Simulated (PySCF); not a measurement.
Molecule: SMILES C[C@@H](C#N)C[O-], [C4H6NO]-.

Geometry (Å), atoms numbered from 1 in this order:
```xyz
12

C     0.665   -1.141    0.308
C     0.193    0.307    0.372
C     1.097    1.214   -0.219
N     1.785    1.972   -0.755
C    -1.287    0.363   -0.375
O    -2.122   -0.464    0.147
H     1.047   -1.375   -0.686
H    -0.213   -1.758    0.504
H     1.442   -1.357    1.045
H    -0.007    0.595    1.410
H    -1.567    1.461   -0.310
H    -1.033    0.182   -1.467
```

Total charge -1.

Frames of a GFN2-xTB Langevin trajectory at 300 K; GIAO PBE0/pcSseg-1 shieldings in PySCF 2.14, gas phase, non-relativistic; equivalent atoms averaged within each frame.

δ = σ(ref) − σ, references computed at the same level: $^{13}$C (σ = 186.93 ppm) and $^{1}$H (σ = 31.72 ppm) vs TMS; $^{15}$N (σ = 267.73 ppm) vs NH3; H2O for $^{17}$O (σ = 336.08 ppm). The references are static minima.

Q: How do the shifts (ppm) fluctuate along the trajectory?

A: 
```tsv
time (fs)	C3	C5	C2	C1	N4	O6	H11	H12	H7/H8/H9	H10
250	140.4	105.7	31.6	17.1	283.8	173.4	7.91	6.93	0.96	0.66
425	139.8	103.1	30.7	15.6	293.7	180.5	7.02	6.04	1.43	1.51
625	138.5	101.4	44.0	24.6	294.5	171.9	7.23	6.14	2.40	1.69
800	138.0	90.6	29.4	14.0	283.4	118.9	5.98	6.16	1.57	1.45
1000	135.9	95.1	41.2	21.8	288.3	125.5	6.72	5.29	1.56	2.26
mean of frames	138.5	99.2	35.4	18.6	288.7	154.0	6.97	6.11	1.58	1.51
standard deviation	1.7	6.2	6.7	4.4	5.3	29.3	0.71	0.58	0.52	0.57
```

5 frames give an uncertainty of the mean of about the standard deviation over 2.2 at best, since frames this close in time may not be independent; classical motion lacks zero-point vibration, and the reference would need the same averaging.
